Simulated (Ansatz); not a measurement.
Elastic constant C11 (GPa) of 20 transition metals, computed with LDA in Ansatz (plane waves, PAW) and with PBEsol in Ansatz (plane waves, PAW). The set holds measured phases with no doubt noted on the run or the magnetic state but for the caveats below. 6 more of the class have both values but aren't in it, for one of these reasons: built or high-temperature cells, doubts on the run or the magnetic state, unlike cells, values of zero, layered or molecular crystals. Solids without a value at one level (not run, failed, or a magnetic order lost), or held back for tests, aren't counted.

All rows, in order of the shift (worked out from unrounded values):

```tsv
solid	LDA	PBEsol	shift (%)
fcc Ag	169	145	-13.9
fcc Pd	271	243	-10.3
fcc Cu	235	211	-10.2
bcc Fe	363	330	-9.2
fcc Au	216	196	-9.2
hcp Co	462	421	-8.9
fcc Ni	351	326	-6.9
double-hcp La	60.2	56.2	-6.6
fcc Rh	502	471	-6.3
hcp Sc	114	107	-6.2
fcc Pt	381	357	-6.2
hcp Ru	658	628	-4.6
hcp Tc	556	533	-4.1
fcc Ir	672	646	-3.9
hcp Os	816	792	-3.0
hcp Re	673	654	-2.9
hcp Hf	193	190	-1.5
hcp Ti	185	184	-0.7
hcp Y	75.2	77.5	+3.1
hcp Zr	141	147	+4.6
```

The shift from LDA to PBEsol has a median of -6.2 %, and eight in ten lie between -10.2 % and -0.3 %; PBEsol is the larger in 2 of 20. Each level is at its own cell, so the shift holds the change of volume too.

Ansatz's runs of these crystals have no spin polarisation, but for bcc Fe, hcp Co, fcc Ni.

Density-functional runs with spin start from parallel moments for bcc Fe, parallel moments for hcp Co, parallel moments for fcc Ni.

Spin–orbit coupling is left out, also for the solids with elements from indium on (fcc Pt, hcp Os, double-hcp La, fcc Ir, hcp Re, hcp Hf, fcc Au); its size isn't shown.

Each level is taken at its own relaxed cell. Ansatz's density-functional and Hartree–Fock values are scalar-relativistic unless marked +SOC, with PAW data made under PBE.

Ansatz is a program for electronic structure.
